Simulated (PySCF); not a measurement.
## Energy of Cl⁻ (chlorine, charge -1) between two integer charges

The 3p beta orbital of [Ar] is emptied in steps (occupation f), with all orbitals relaxed, ending at [Ne] 3s2 3p5. All numbers are calculated (PySCF 2.14, the non-relativistic Hamiltonian (point nucleus), in def2-TZVPPD (6s6p4d1f, 51 functions)). The exact energy is a straight line in f; departures are measured from the line between the end points of the same method.

**Question.** Among UHF, LDA, PBE, PBE0, r2SCAN, LC-wPBE, BHandHLYP, wB97X, B3LYP, M06-2X, which shows the largest delocalisation error (convex curve), and which is closest to linear?

**Answer.** Most convex: LDA (-1.054 eV at f = 0.5); closest to linear: LC-wPBE (0.023 eV).

```tsv
f	UHF (eV)	LDA (eV)	PBE (eV)	PBE0 (eV)	r2SCAN (eV)	LC-wPBE (eV)	BHandHLYP (eV)	wB97X (eV)	B3LYP (eV)	M06-2X (eV)
1	0.000	0.000	0.000	0.000	0.000	0.000	0.000	0.000	0.000	0.000
0.75	0.292	-0.775	-0.743	-0.493	-0.685	0.022	-0.249	-0.044	-0.553	-0.277
0.5	0.359	-1.054	-1.006	-0.667	-0.911	0.023	-0.348	-0.070	-0.753	-0.378
0.25	0.250	-0.803	-0.762	-0.505	-0.679	0.016	-0.271	-0.060	-0.574	-0.272
0	0.000	0.000	0.000	0.000	0.000	0.000	0.000	0.000	0.000	0.000
```

| method | E(f=0) − E(f=1) (eV) | −ε at f=1 (eV) | −ε at f=0.5 (eV) |
| --- | --- | --- | --- |
| UHF | 2.382 | 4.090 | 2.269 |
| LDA | 3.938 | -0.093 | 3.861 |
| PBE | 3.658 | -0.224 | 3.606 |
| PBE0 | 3.574 | 1.000 | 3.542 |
| r2SCAN | 3.627 | -0.002 | 3.647 |
| LC-wPBE | 3.576 | 3.732 | 3.559 |
| BHandHLYP | 3.427 | 2.170 | 3.371 |
| wB97X | 3.617 | 3.436 | 3.577 |
| B3LYP | 3.677 | 0.799 | 3.623 |
| M06-2X | 3.621 | 2.230 | 3.631 |

At f = 1 the orbital energy is positive for LDA, PBE, r2SCAN: only the finite basis holds the electron.

Reference removal energy between the ground levels: 3.613 eV (measured; photodetachment measurements, as compiled on the Wikipedia data page of electron affinities). The calculation has no spin-orbit coupling. UHF lacks correlation.
